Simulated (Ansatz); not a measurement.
Results of LDA in Ansatz (plane waves, PAW) for cubic perovskite SrTiO₃ (cubic form, which distorts at low temperature).

Run with plane-wave cutoff 520 eV, 6×6×6 k mesh, perturbation theory, no spin polarisation, scalar-relativistic PAW data made under PBE.

The cell has the measured lattice parameters. Conventional cell: a = 3.9050 Å, b = 3.9050 Å, c = 3.9050 Å, α = 90.00°, β = 90.00°, γ = 90.00°.

Harmonic phonon frequencies (cm⁻¹; i marks an imaginary mode; at Γ without the LO shift):

```
q point                                                  frequencies
-------  -----------------------------------------------------------
Γ           138i 138i 138i 0 0 0 142 142 142 224 224 224 513 513 513
X            12 12 93 93 152 152 157 260 270 309 309 481 481 526 726
M             19 72 93 99 99 248 248 315 315 433 449 466 466 472 775
R        77i 77i 77i 120 120 120 420 420 420 422 422 422 438 438 809
```

Imaginary modes appear, so the structure is dynamically unstable at this level.

Note: the run finds an imaginary mode (138i cm⁻¹), so the cell is a saddle point at this level; the cell isn't this level's own, so it is under some stress, which shifts stiffness and frequencies.

Ansatz is a program for electronic structure.
